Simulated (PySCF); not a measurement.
C3H6FN.
Geometry (GFN2-xTB, Å), atoms numbered from 1 in this order:
```
atom  x, y, z in Å
F1    -0.0922    1.4956    1.4234
C2     0.0054    0.9032    0.1923
C3     1.0475   -0.2169    0.0989
N4    -0.0158   -1.2031   -0.1534
C5    -1.0570   -0.1641   -0.0934
H6     0.0925    1.7144   -0.5360
H7     1.5556   -0.4166    1.0442
H8     1.7875   -0.0906   -0.6942
H9     0.0537   -1.6795   -1.0440
H10   -1.6342   -0.0052   -1.0069
H11   -1.7375   -0.3346    0.7431
```

A PySCF run (density fitting, gas phase, GFN2-xTB geometry) gave HOMO -6.50 eV, LUMO 1.11 eV, dipole 2.61 D and E = -272.147 Eh.

Problem. Which of these levels was it?
A. PBE0/aug-cc-pVDZ
B. PBE0/pcSseg-1
C. PBE0/6-311+G(2d,p)
D. BLYP/STO-3G

Solution. B. It is PBE0/pcSseg-1. All candidates on this geometry:

```csv
level and settings,kind,basis functions,SCF cycles,E (Eh),HOMO (eV),LUMO (eV),dipole (D)
"PBE0/aug-cc-pVDZ, energy threshold 1e-11 Eh",global hybrid,169,11,-272.2157,-6.61,-0.21,2.55
"PBE0/6-311+G(2d,p)",global hybrid,171,12,-272.2623,-6.64,0.14,2.61
"PBE0/pcSseg-1, grid level 4",global hybrid,115,12,-272.1468,-6.50,1.11,2.61
BLYP/STO-3G,GGA,31,12,-268.7282,-1.76,6.48,1.83
```

The nearest other candidate, by the summed differences of HOMO and LUMO, is PBE0/6-311+G(2d,p): its HOMO differs by -0.14 eV and its LUMO by -0.97 eV. Cycle counts include a coarse-grid stage where the run had one. All basis functions are spherical, in the Pople sets too.
